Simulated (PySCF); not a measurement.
A PySCF script (with the pyscf-properties extension) for the NMR shieldings of SMILES C=C1CC[C@@H]1C, C6H10, on a GFN2-xTB geometry:

```python
import basis_set_exchange as bse
import numpy as np
from pyscf import gto, dft
from pyscf.prop import nmr

atoms = """
C    -1.491860    1.459647    0.350040
C    -0.810078    0.411835   -0.061356
C    -1.169807   -1.023499   -0.334143
C     0.308221   -1.299157   -0.666914
C     0.641951    0.187264   -0.411555
C     1.632787    0.464984    0.709091
H    -2.545895    1.401249    0.565679
H    -1.025764    2.421272    0.486289
H    -1.858769   -1.157979   -1.167879
H    -1.561286   -1.565597    0.526335
H     0.800191   -1.980661    0.024043
H     0.487646   -1.638005   -1.684973
H     0.951250    0.723227   -1.312954
H     2.624477    0.108169    0.436670
H     1.319343   -0.036789    1.622308
H     1.689994    1.532985    0.907908
"""
names = dict.fromkeys(["C", "H"], "pcSseg-1")
basis = {el: gto.basis.parse(bse.get_basis(n, elements=[el], fmt="nwchem")) for el, n in names.items()}
mol = gto.M(atom=atoms, basis=basis, charge=0, verbose=0)
mf = dft.RKS(mol, xc="PBE0")
mf.grids.level = 2
mf.grids.alignment = dft.numint.BLKSIZE   # the property module wants whole blocks of grid points
mf.conv_tol = 1e-9
mf.kernel()

calc = nmr.RKS(mf)   # GIAO
C = mf.mo_coeff
Co = C[:, mf.mo_occ > 0]
resp = mf.gen_response(singlet=True, hermi=2)
def vind(x):   # induced exchange potential for any number of trial vectors
    d = np.einsum("pi,xij,qj->xpq", C, 2 * x.reshape(-1, C.shape[1], Co.shape[1]), Co, optimize=True)
    return np.einsum("xpq,pi,qj->xij", resp(d - d.transpose(0, 2, 1)), C, Co, optimize=True).ravel()
mo1, _ = nmr.rhf.solve_mo1(calc, with_cphf=vind)
sigma = calc.kernel(mo1)
for i, s in enumerate(sigma):   # ppm
    w = np.linalg.eigvalsh((s + s.T) / 2)
    print("%2d %-2s iso %8.1f  s11 %8.1f  s22 %8.1f  s33 %8.1f" % (i, mol.atom_pure_symbol(i), w.mean(), *w))
```

**Question.** What does it print?

**Answer.** 
```
 0 C  iso     73.9  s11    -38.9  s22     96.1  s33    164.4
 1 C  iso     22.5  s11    -90.1  s22     13.4  s33    144.3
 2 C  iso    158.5  s11    146.5  s22    153.9  s33    175.1
 3 C  iso    162.0  s11    144.0  s22    160.6  s33    181.4
 4 C  iso    147.5  s11    137.9  s22    143.9  s33    160.8
 5 C  iso    163.5  s11    150.0  s22    157.2  s33    183.4
 6 H  iso     26.5  s11     23.3  s22     25.8  s33     30.5
 7 H  iso     26.5  s11     22.8  s22     25.6  s33     31.0
 8 H  iso     28.9  s11     25.3  s22     27.2  s33     34.2
 9 H  iso     28.9  s11     25.7  s22     27.0  s33     34.2
10 H  iso     30.2  s11     27.5  s22     28.7  s33     34.5
11 H  iso     29.5  s11     26.5  s22     27.1  s33     34.8
12 H  iso     28.8  s11     25.5  s22     27.8  s33     32.9
13 H  iso     30.6  s11     26.6  s22     28.0  s33     37.1
14 H  iso     30.7  s11     27.5  s22     29.5  s33     35.2
15 H  iso     30.4  s11     26.0  s22     28.3  s33     36.8
```

These numbers come from an equivalent density-fitted implementation of the same equations, which agrees with the script to about 0.01 ppm for H and up to a few tenths of a ppm for heavy atoms, so last digits may differ.

**Question.** Turn these shieldings into chemical shifts. Scale: TMS for ¹³C (σ = 186.93 ppm) and ¹H (σ = 31.72 ppm) (reference shieldings calculated alike).

**Answer.** Averaging equivalent atoms: C 1: 164.4; C 0: 113.1; C 4: 39.4; C 2: 28.4; C 3: 24.9; C 5: 23.4; H 7: 5.25; H 6: 5.19; H 12: 2.97; H 8: 2.78; H 9: 2.77; H 11: 2.21; H 10: 1.50; H 13/14/15: 1.16 ppm. 

Size and cost of the density-fitted run: 152 basis functions, 16 s wall time on 1 thread of an Arm Neoverse V1, shared host.
